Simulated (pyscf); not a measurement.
One four-centre exchange on the singlet surface with elements of a group swapped. ωB97M-D3(BJ)/def2-TZVP, eV, from the separated reactants. Single points on ωB97X-D3(BJ)/def2-SVP structures (PySCF, gas phase).

| step | barrier | reaction energy | imaginary mode (i cm⁻¹) |
|---|---|---|---|
| `[FH]` + `[F][BH][F]` → `[F][B]([F])[F]` + `[H][H]` | 0.88 | -1.26 | 1255 |
| `[Cl][BH][Cl]` + `[ClH]` -> `[Cl][B]([Cl])[Cl]` + `[H][H]` | 1.07 | -0.56 | 982 |
| `[F][BH][F]` + `[ClH]` → `[F][B]([F])[Cl]` + `[H][H]` | 1.21 | -0.56 | 1104 |

Each row is the saddle that its search found.
